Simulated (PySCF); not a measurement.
## What PySCF settings do for OF

Base input, run as `python input.py` with PySCF 2.14:

```python
from pyscf import gto, scf

mol = gto.M(
    atom='O 0 0 0; F 0 0 1.215',
    basis='6-31g',
    charge=0,
    spin=1,
    verbose=4,
)
mf = scf.UHF(mol)
mf = mf.density_fit(auxbasis='def2-universal-jkfit')
mf.kernel()
mf.dip_moment()
print('orbital energies (hartree):', [e[max(0, n-3):n+3].round(4) for e, n in zip(mf.mo_energy, mol.nelec)])
```

Base result: E(SCF) = -174.051051 Eh, 12 cycles, ⟨S²⟩ = 0.756, μz(SCF) = -0.15 D. The bond length is a typed value, not an optimised one. No search for the lowest solution was made.

Wall time 0.96 s on one thread of a shared host.

Each row names what differs from the base; energies in brackets are changes from the base.

| change | result |
| --- | --- |
| spin (2S): 1 → 5 [a high spin state] | E(SCF) = -172.734566 Eh (+35.8234 eV), 11 cycles, ⟨S²⟩ = 8.768, μz(SCF) = 2.23 D |
| PCM solvent, dielectric constant: none → 2.27 | E(SCF) = -174.051564 Eh (-0.0140 eV), 12 cycles, ⟨S²⟩ = 0.756, μz(SCF) = -0.16 D |
| geometry: bond 1.215 → bond 25 [unsound on purpose] [spin-contaminated] | not converged: SCF after 50 cycles |
| step after the SCF: none → tda; number of roots: default → 8 | E(SCF) = -174.051051 Eh (+0.0000 eV), 12 cycles, ⟨S²⟩ = 0.756, μz(SCF) = -0.15 D, first excitations without spin–orbit coupling 0.08, 7.66, 8.30, 9.54, 10.06 eV |
| basis set: 6-31g → tzvp-def2 [unsound on purpose] | stops with BasisNotFoundError (tzvp-def2) |
| point-group symmetry: off → on | not converged: SCF after 50 cycles |
| PCM solvent, dielectric constant: none → 78.36 | E(SCF) = -174.051962 Eh (-0.0248 eV), 12 cycles, ⟨S²⟩ = 0.756, μz(SCF) = -0.17 D |
| geometry: bond 1.215 → bond 1.069 | E(SCF) = -173.942351 Eh (+2.9579 eV), 11 cycles, ⟨S²⟩ = 0.756, μz(SCF) = 0.42 D |
| basis set: 6-31g → pcseg-1 | E(SCF) = -174.057023 Eh (-0.1625 eV), 12 cycles, ⟨S²⟩ = 0.757, μz(SCF) = -0.07 D |
| density fitting: def2-universal-jkfit → auto | E(SCF) = -174.050945 Eh (+0.0029 eV), 12 cycles, ⟨S²⟩ = 0.756, μz(SCF) = -0.15 D |
| damping: none → 0.5 | E(SCF) = -174.051051 Eh (+0.0000 eV), 17 cycles, ⟨S²⟩ = 0.756, μz(SCF) = -0.15 D |
| basis set: 6-31g → 6-31+g* | E(SCF) = -174.113578 Eh (-1.7014 eV), 12 cycles, ⟨S²⟩ = 0.758, μz(SCF) = 0.03 D |
| basis set: 6-31g → cc-pvdz-dk; spin-free X2C: off → on | E(SCF) = -174.261744 Eh, 12 cycles, ⟨S²⟩ = 0.757, μz(SCF) = -0.06 D |
| step after the SCF: none → tdhf; number of roots: default → 5 | E(SCF) = -174.051051 Eh (+0.0000 eV), 12 cycles, ⟨S²⟩ = 0.756, μz(SCF) = -0.15 D, first excitations without spin–orbit coupling 0.00, 7.42, 7.99, 9.39, 9.89 eV |
| step after the SCF: none → stability | E(SCF) = -174.051051 Eh (+0.0000 eV), 12 cycles, ⟨S²⟩ = 0.756, μz(SCF) = -0.15 D, internal stable; real -> complex stable; UHF/UKS -> GHF/GKS stable |
| basis set: 6-31g → cc-pvtz | E(SCF) = -174.183089 Eh (-3.5929 eV), 13 cycles, ⟨S²⟩ = 0.759, μz(SCF) = 0.02 D |
| Cartesian functions: off → on | E(SCF) = -174.051056 Eh (-0.0001 eV), 12 cycles, ⟨S²⟩ = 0.756, μz(SCF) = -0.15 D |
| geometry: bond 1.215 → bond 1.519 [an earlier cycle lay lower, so not the lowest solution of its kind] | E(SCF) = -174.071926 Eh (-0.5680 eV), 14 cycles, ⟨S²⟩ = 0.780, μz(SCF) = -0.94 D |
| PCM solvent, dielectric constant: none → 4.71 | E(SCF) = -174.051776 Eh (-0.0197 eV), 12 cycles, ⟨S²⟩ = 0.756, μz(SCF) = -0.17 D |
| SCF type: UHF → RHF [runs as restricted open-shell] | E(SCF) = -174.048195 Eh (+0.0777 eV), 9 cycles, μz(SCF) = -0.18 D |
| charge: 0 → 1; spin (2S): 1 → 2 [another spin of the ion may lie lower] [a high spin state] | E(SCF) = -173.606177 Eh (+12.1056 eV), 12 cycles, ⟨S²⟩ = 2.028 |
| basis set: 6-31g → lanl2dz | E(SCF) = -174.106328 Eh (-1.5042 eV), 12 cycles, ⟨S²⟩ = 0.757, μz(SCF) = -0.17 D |
| geometry: bond 1.215 → bond 0.972 | E(SCF) = -173.773911 Eh (+7.5414 eV), 10 cycles, ⟨S²⟩ = 0.755, μz(SCF) = 0.84 D |
| step after the SCF: none → ccsd(t); frozen orbitals: default → 2 | E(SCF) = -174.051051 Eh (+0.0000 eV), 12 cycles, E(CCSD) − E(SCF) = -0.21866 Eh, (T) = -0.00389 Eh, ⟨S²⟩ = 0.756, μz(SCF) = -0.15 D |

Q: Order these changes by how far they move the SCF energy from the base, largest first: (1) SCF type: UHF → RHF; (2) geometry: bond 1.215 → bond 0.972; (3) geometry: bond 1.215 → bond 1.069; (4) geometry: bond 1.215 → bond 1.519.

A: (2) +7.5414 eV, (3) +2.9579 eV, (4) -0.5680 eV, (1) +0.0777 eV.
